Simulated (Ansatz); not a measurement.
The same path of CH₅ClSi (8 atoms, charge 0, multiplicity 1) was run twice with different band settings. Lost on the way: Si1–C2, Si1–H6. Made: C2–H6.

Method: Ansatz, RKS PBE-D4/def2-SVP.

Relaxed end points:

```xyz
8
Properties=species:S:1:pos:R:3
Si 0.407 0.009 0.033
C 0.860 0.005 1.855
H -0.046 -0.092 2.486
H 1.534 -0.848 2.078
H 1.380 0.943 2.133
H 1.629 0.157 -0.829
Cl -0.858 1.623 -0.369
H -0.320 -1.250 -0.348
```

```xyz
8
Properties=species:S:1:pos:R:3
Si 0.137 0.076 -1.076
C 1.251 -0.019 1.814
H 0.187 -0.259 1.991
H 1.899 -0.726 2.365
H 1.458 1.024 2.113
H 1.505 -0.117 0.727
Cl -1.125 1.641 -0.408
H -0.725 -1.073 -0.487
```

Common settings: movable images 7; climbing image yes; spring 5.0 eV/Å²; optimiser quadratic models (default); start path through a guess of the saddle point; iteration limit 60; end points relaxed.

| run | force threshold |
| --- | --- |
| 1 | 0.03 eV/Å |
| 2 | 0.2 eV/Å |

Q: What does each run give, and how far can it be trusted?

A: Run 1: converged after 19 iterations, highest image 2.886 eV above the first end. Neighbouring images differ by up to 1.3 eV, so the band resolves the path poorly. A vibrational analysis at the climbing image gives one clearly imaginary mode, 1124i cm⁻¹: a first-order saddle point.
Run 2: converged after 6 iterations, highest image 2.932 eV above the first end. The threshold of 0.2 eV/Å is loose, so the images may lie well off the minimum-energy path. Neighbouring images differ by up to 1.3 eV, so the band resolves the path poorly. The order of the stationary point at the top wasn't checked.
The orbitals stay closed-shell, which can raise the energy where a bond breaks towards radicals; this wasn't checked here.
